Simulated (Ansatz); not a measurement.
# AlCl2F: geometry, orbitals and charge

What does AlCl2F look like as a singlet, and where do its frontier electrons sit?

Program: Ansatz 0.2.0, Gaussian basis. Level of theory: RKS PBE0-D4/def2-TZVP. These are calculated values, not measurements.

The runs, in order: relaxation at r2SCAN-D4/def2-TZVP; a search for the lowest solution at PBE0-D4/def2-SVP; a single point at PBE0-D4/def2-TZVP.

## 1. The starting structure

4 atoms, charge 0, spin multiplicity 1.

Atoms are counted from 1 here; the program's logs count them from 0.

Bond lengths: Al1–Cl2 2.019 Å, Al1–Cl3 2.019 Å, Al1–F4 1.655 Å. Angles: Cl2–Al1–Cl3 127.3°, Cl2–Al1–F4 116.4°, Cl3–Al1–F4 116.4°.

As a file:

```xyz
4

Al   -0.01768   -0.02951   -0.00003
Cl    1.99493   -0.18652    0.01424
Cl   -1.11165    1.66684   -0.01624
F    -0.86560   -1.45081    0.00203
```

The start is a GFN2-xTB geometry.

## 2. Relaxation at r2SCAN-D4/def2-TZVP

Input file in.yaml:

```yaml
crystal:
  periodic: [false, false, false]
  atoms:
    - {symbol: Al, position_ang: [-0.017680, -0.029510, -0.000030]}
    - {symbol: Cl, position_ang: [1.994930, -0.186520, 0.014240]}
    - {symbol: Cl, position_ang: [-1.111650, 1.666840, -0.016240]}
    - {symbol: F, position_ang: [-0.865600, -1.450810, 0.002030]}
basis:
  gaussian: {orbitals: def2-TZVP}
hamiltonian: {xc: r2scan, dispersion: d4}
scf: {lower_state_search: "off"}
output: {orbitals: {seedname: orbitals}}
relax: {f_tol: 0.02, max_steps: 100}
```

On the command line:

```bash
> ansatz run in.yaml --threads 4 --pin off --events-out ev --progress --plain --max-ram 3916MiB
```

The runs that follow: Searching for the lowest solution, PBE0-D4/def2-SVP; Single point, PBE0-D4/def2-TZVP.

Q: Predict the results of all the runs planned. Wanted: point group; commonest bond; HOMO, LUMO at PBE0-D4/def2-TZVP; dipole at r2SCAN-D4/def2-TZVP.

As calculated:

```
                       quantity                            value
                    point group                              C2v
                 commonest bond  Al–Cl, 2 of mean length 2.067 Å
HOMO, LUMO at PBE0-D4/def2-TZVP                  -9.64, -1.32 eV
  dipole at r2SCAN-D4/def2-TZVP                           0.43 D
```

**Reading.** The molecule keeps its bonding pattern by the stored test; the atoms moved 0.05 Å (rms). No usable vibrations, so a minimum isn't proven. The HOMO lies nearest to Cl2, Cl3 about 48 % each and the LUMO to Al1 51 %; F4 17 %.
